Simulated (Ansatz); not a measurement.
A calculation on hcp Sc returned lattice constant a 3.340 Å, lattice parameter c 5.222 Å.

For reference: lattice constant a 3.309 Å (measured, 293 K, not corrected to a static lattice; as tabulated in Wikipedia's data pages); lattice parameter c 5.268 Å (measured, 293 K, no zero-point or thermal correction; as tabulated in Wikipedia's data pages).

Which level of theory produced these numbers?
A. HSE06 (Ansatz, a quantum-chemistry and plane-wave program)
B. r²SCAN+rVV10 (Ansatz)
C. B3LYP (VWN-RPA form) (Ansatz)
D. PBEsol (Ansatz)

A, HSE06 (Ansatz)

The others give: r²SCAN+rVV10 3.318 Å, 5.194 Å; PBEsol 3.277 Å, 5.085 Å; B3LYP (VWN-RPA form) 3.347 Å, 5.158 Å.

Unless a cell is named, each level is at its own relaxed cell (B3LYP (VWN-RPA form) 25.02, HSE06 25.22, PBEsol 23.65, r²SCAN+rVV10 24.76 Å³/atom).

The crystal itself was run without spin with r²SCAN+rVV10, PBEsol, B3LYP (VWN-RPA form), HSE06; a magnetic state was not tried in these runs.

Ansatz's density-functional and Hartree–Fock values are scalar-relativistic unless marked +SOC, with PAW data made under PBE.
